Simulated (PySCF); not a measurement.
Structure from NMR data

An unknown has the formula CH$_{2}$ClF. Its calculated NMR data are:

$^{1}$H NMR (400 MHz, computed): δ 6.01 (m, 2H).

$^{13}$C{$^{1}$H} NMR (computed): δ 98.3 (CH2).

Method: B97-2/pcSseg-2 with gauge-including orbitals, geometry: PBE0-D3(BJ)/def2-TZVP, in PySCF 2.14 (averaged over atoms made equivalent by symmetry, fast rotation or ring inversion, non-relativistic Hamiltonian, gas phase, one conformer).

Scale: $^{1}$H and $^{13}$C against TMS (reference shieldings calculated alike).

Task: Propose a structure and justify it.

Result: 
Rings plus π bonds: 0. Carbon types of the structure: 1 × CH2, which accounts for all hydrogens. δC 98.3: sp3 CH2 bonded to Cl and F; 2 electronegative neighbours deshield it. δH 6.01: hydrogen on an sp3 CH2 bonded to Cl and F; its carbon carries Cl and F, hence the downfield position.

These data were computed for `FCCl`.

Carbons that carry Cl, above all several Cl atoms, come out too deshielded, partly because spin–orbit coupling is missing. Splittings by $^{19}$F in the carbon and heteronuclear signals aren't shown, as no couplings were computed. Shifts are as computed. Against solution values, carbons near 30 ppm lie about +3 ppm off and those near 130 ppm about +7 ppm; carbons on Cl a further +5 ppm. Of 1211 compounds with measured shifts, 218 miss one by over three times the rms of a fit or turn the order of signals round; such compounds aren't used in these exercises.
